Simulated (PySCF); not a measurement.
## A rate constant, worked out

An elementary step of Si₂H₆O, singlet (Si₂H₆O ([OH][SiH2][SiH3]) → Si₂H₄O ([O][SiH][SiH3]) + H₂; Si–H, O–H broken or loosened, H–H formed or tightened). The start structure is the reactant molecule, and the electronic barrier above it is 2.965 eV by CCSD(T) at an estimated basis limit (MP2 extrapolated from triple and quadruple zeta, plus CCSD(T) − MP2 in triple zeta). Computed with PySCF 2.14 with density fitting (its default auxiliary sets; JK sets also for MP2 and CCSD(T)) (basis: def2-TZVPP and def2-QZVPP); correlated methods freeze the cores. Extrapolation: Hartree–Fock as exp(−7.88 √X), correlation as X^−2.97. Harmonic wavenumbers (analytic Hessian with the translational sum rule) at PBE0-D4/def2-TZVP (PySCF 2.14 with density fitting (its default auxiliary sets; JK sets also for MP2 and CCSD(T))), in cm⁻¹:

Start: 101, 162, 196, 359, 417, 513, 614, 732, 779, 854, 862, 933, 934, 955, 968, 2182, 2183, 2213, 2224, 2230, 3916.

Saddle: 1365i, 78, 174, 251, 396, 473, 522, 693, 812, 841, 876, 927, 931, 1083, 1134, 1880, 2087, 2178, 2215, 2227, 2247.

**Question.** Work out the transition-state-theory rate constant at 700 K from these numbers alone (harmonic vibrations; rotation, path degeneracy and anharmonicity left out), and the Wigner tunnelling factor. Use 1 cm⁻¹ = 1.2398 × 10⁻⁴ eV and k_B = 8.617 × 10⁻⁵ eV/K.

**Answer.** Zero-point energies, half the sums: start 24327/2 cm⁻¹ = 1.5081 eV; saddle, real modes only, 22025/2 cm⁻¹ = 1.3654 eV.
Barrier with zero-point energy: 2.965 + 1.3654 − 1.5081 = 2.8223 eV.
k_BT = 0.06032 eV, so the barrier is 46.79 k_BT.
Vibrational partition functions from the zero-point level, ln q = −Σ ln(1 − exp(−hν/k_BT)): start 7.526, saddle 6.974.
k = (k_BT/h) exp(ln q‡ − ln q) exp(−E0/k_BT), with log₁₀(k_BT/h in s⁻¹) = 13.16: log₁₀ k = 13.16 + (-0.552 − 46.79)/2.3026 = -7.40, so k ≈ 4 × 10^(-8) s⁻¹.
Wigner factor: 1 + (hν‡/k_BT)²/24 = 1 + (2.81)²/24 = 1.33. A change of 1 kcal/mol (0.043 eV) in the barrier would change k by a factor of 2.1 at this temperature.

T1 diagnostic: at most 0.022.

Labels in which every atom is bracketed show which atoms are joined, not bond orders.

For scale, one of the runs: CCSD(T)/def2-TZVPP, 199 basis functions, launched by `OMP_NUM_THREADS=4 python run.py`. Time: 2.1 min of wall clock on 4 CPU threads of an Intel Xeon 6975P-C; the host was shared. Peak host memory: 2.1 GiB.
